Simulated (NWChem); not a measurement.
# Atomisation of ammonia (H₃N)

```xyz
4

N      0.0015     0.1216     0.0000
H     -0.4714    -0.2778     0.8105
H     -0.4714    -0.2778    -0.8105
H      0.9323    -0.2953     0.0000
```
Charge 0, spin multiplicity 1.

Program: NWChem. Structure: optimised with PBE0/def2-SVP, a minimum by its harmonic frequencies.

Basis set: def2-TZVP. The atomisation energy is electronic alone: no zero-point, thermal, spin-orbit or counterpoise terms. No value is extrapolated to the basis-set limit. Free atoms are single determinants with multiplicities N 4, H 2. Correlated methods freeze the same cores in atoms and molecule, 1 orbitals in all.

The correlated methods keep 1 core orbital frozen. The stability of the SCF solutions was not checked. Open-shell Hartree-Fock references start from PBE0 orbitals.

### Question
One of these methods gave an atomisation energy of 197.9 kcal/mol. Which?
A) PBE0
B) LDA (SVWN5)
C) MP2
D) HF

### Answer
D, HF. The others give 334.2 (LDA (SVWN5)), 280.2 (MP2), 292.4 (PBE0).
